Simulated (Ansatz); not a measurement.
Reaction (isomerisation): `C=C=CN=C` → `C/C=C\C#N`

Gas-phase electronic energies from Ansatz, PBE0-D4/def2-TZVP geometries. CCSD(T)/CBS is the MP2 limit (def2-TZVPP, def2-QZVPP) plus CCSD(T) − MP2 in def2-TZVPP, frozen cores. This one scheme is used for every species. Each species was taken in one conformer, which may not be the lowest.

```
    species  MP2/CBS(def2) energy (Eh)
 `C=C=CN=C`                 -209.74421
`C/C=C\C#N`                 -209.81817
```

Work out ΔE.

ΔE = (-209.81817) − (-209.74421) = -0.07396 Eh = -2.01 eV. CCSD(T)/CBS gives -1.84 eV.

Largest T1 diagnostic among the species: 0.013.

From PBE to PBE0 (25 % exact exchange), in def2-TZVPP and without D4, ΔE moves by −0.11 eV. Leaving LDA and LC-ωPBE aside and taking each functional with its dispersion term where it has one, the values, not all of them listed here, spread over 0.31 eV, from PBE-QIDH to PBE-D4. LDA lies +0.09 eV from PBE without D4.
